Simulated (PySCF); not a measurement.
```xyz
4
charge -1 multiplicity 2, angstrom
S     0.0000    0.0000   -0.0186
S     0.0000    0.0000    2.0059
S     1.8392    0.0000   -0.9937
S    -1.8392    0.0000   -0.9937
```

Computed with UPBE0/[S def2-SVPD], no relativity, density fitting, PySCF.

This geometry of S₄⁻ is a stationary point at this level.

What is the point group?

C2v.

Is it a minimum?

No: it has 1 imaginary mode, at 31i cm⁻¹ (b2).

List the harmonic modes with their infrared intensities.


```
symmetry  ω (cm⁻¹)  IR (km/mol)     type
      b2       31i            –    mixed
      a1        33         17.2     bend
      b2       358          254    mixed
      a1       364         16.2  stretch
      b1       465          4.1     bend
      a1       470          227    mixed
```

Give the atomic charges and bond orders.


```
atom  Mulliken  Löwdin  polar tensor  spin (Mulliken)  Mayer order to S1
  S1      0.54   -0.59          1.22             0.12                  –
  S2     -0.47   -0.11         -0.71             0.20               1.28
S3,4     -0.53   -0.15         -0.75             0.34               1.17
```
Other Mayer orders above 0.3: S–S 0.38 (×2), S–S 0.41.

In C2v the vibrations span 2b2 + 3a1 + b1. Here b1 is antisymmetric to the molecular plane and b2 lies in it.

This need not be the most stable arrangement of these atoms. The lowest empty level of this anion is unbound, so it and the gap depend on the basis.
